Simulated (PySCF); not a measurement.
Spectra and structures to be paired. The calculation used TDDFT PBE0/def2-SVPD, vertical, gas phase, core orbitals frozen in the response in PySCF 2.14.0, density-fitted response routines. Geometries: PBE0-D3(BJ)/def2-SVP; one conformer of each isolated species. Triplets are in the Tamm–Dancoff approximation.

A. `Oc1ccccc1C`
B. `CC#[N+][BH2-]COC`
C. `O=C=S`
D. `C1=CCN(C2CCC2)C1`

Lowest singlet levels (six at most, fewer where fewer were computed) with oscillator strengths:

1. 241 nm (f 0.036); 215 nm (f 0.003); 210 nm (f 0.024); 190 nm (f 0.004); 188 nm (f 0.000); 182 nm (f 0.417); T1 3.97 eV
2. 248 nm (f 0.018); 221 nm (f 0.029); 202 nm (f 0.014); 202 nm (f 0.003); 198 nm (f 0.043); 186 nm (f 0.003); T1 4.14 eV
3. 236 nm (f 0.001); 233 nm (f 0.002); 219 nm (f 0.002); 214 nm (f 0.011); 214 nm (f 0.018); 210 nm (f 0.000); T1 5.05 eV
4. 220 nm (f 0.000); 210 nm (f 0.000 summed over 2 states); 161 nm (f 0.098 summed over 2 states); 145 nm (f 0.683)

Question: Match each spectrum to its molecule.

Answer: 1 = A, 2 = D, 3 = B, 4 = C.
- A: S1 at 5.14 eV, HOMO→LUMO (78%), HOMO-1→LUMO+1 (22%); Löwdin shares by element: HOMO carbon 50% or more, oxygen 18% (atoms not listed hold the other 32%); LUMO carbon 72% or more (atoms not listed hold the other 28%); HOMO -6.43 and LUMO -0.18 eV; point group Cs, 1 of its 6 listed states under f = 0.0005.
- B: S1 at 5.25 eV, HOMO→LUMO (93%); Löwdin shares by element: HOMO oxygen 55%, carbon 21% or more, hydrogen 7% or more (atoms not listed hold the other 17%); LUMO carbon 46% or more, nitrogen 32%, hydrogen 6% or more; HOMO -6.74 and LUMO -0.46 eV.
- C: S1 at 5.64 eV, HOMO-1/HOMO→LUMO/LUMO+1 (≥92%); Löwdin shares by element: HOMO (one of a set within 0.03 eV) sulfur 62%, carbon 21%, oxygen 17%; LUMO (one of a set within 0.03 eV) sulfur 37%, carbon 36%, oxygen 27%; HOMO -8.80 and LUMO -1.02 eV; point group C∞v, 3 of its 6 listed states under f = 0.0005.
- D: S1 at 5.01 eV, HOMO→LUMO (99%); Löwdin shares by element: HOMO nitrogen 48%, carbon 23% or more (atoms not listed hold the other 29%); LUMO carbon 79% or more (atoms not listed hold the other 21%); HOMO -5.86 and LUMO 0.40 eV; point group Cs.
A and B have S1 within 0.11 eV of each other; their strongest listed levels stand at 6.80 eV (f 0.417) and 5.80 eV (f 0.018).
A and D have S1 within 0.14 eV of each other; their strongest listed levels stand at 6.80 eV (f 0.417) and 6.27 eV (f 0.043).

A slash joins orbitals within 0.01 eV of each other, whose weights are summed (≥ marks a lower bound).
